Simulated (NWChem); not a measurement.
## Correlation energy of Si$_{2}$

```xyz
2

Si     0.0000     0.0000     1.0766
Si     0.0000     0.0000    -1.0766
```
Charge 0, spin multiplicity 3.

Program: NWChem. The geometry was optimised at UPBE0/def2-SVP, a minimum by its harmonic frequencies.

Basis set: 6-31G*. Each correlation energy counts from its own Hartree-Fock reference.

The correlated methods keep 10 core orbitals frozen. The Pople sets run with spherical d functions. This spin state was chosen for the runs; another may lie lower. The structure started from a generated list of species. The unpaired electrons of the parent sit in orbitals of symmetry ag and b3u (D2h labels of the run); other states weren't searched. No SCF solution was tested for a lower state. Open-shell Hartree-Fock references start from PBE0 orbitals. Coupled-cluster values serve here as a point of comparison, not as the truth.

**Question.** Order these methods by the correlation energy they give, lowest first: UMP2, CCSD[T] on ROHF, CCSD on UHF, CCSD on ROHF, CCSD[T] on UHF.

**Answer.** CCSD[T] on ROHF (-180.9 mHa), CCSD[T] on UHF (-175.6 mHa), CCSD on ROHF (-169.5 mHa), CCSD on UHF (-165.0 mHa), UMP2 (-139.1 mHa)
